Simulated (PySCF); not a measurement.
C2H4, SMILES C=C. Geometry optimised at r2SCAN-D4/def2-TZVP.

These are r2SCAN-D4/def2-TZVP in PySCF values and carry that method's errors.

Harmonic wavenumbers (cm⁻¹): 831, 964, 971, 1076, 1243, 1381, 1469, 1685, 3130, 3143, 3205, 3235. Rotational constants (GHz): 147.0, 30.31, 25.13; symmetry number 4.

Q: Work out the zero-point energy and the ideal-gas rigid-rotor harmonic-oscillator thermochemistry at 298.15 K and 1 atm.

A: ZPE = ½ Σ hcν = ½ × 22334 cm⁻¹ = 133.59 kJ/mol. H − E(el) = 144.06 kJ/mol. Entropy in J/(mol K): translation 150.33, rotation 66.30, vibration 2.25, total 218.88. G − E(el) = 78.80 kJ/mol. Cp = 42.22 J/(mol K).
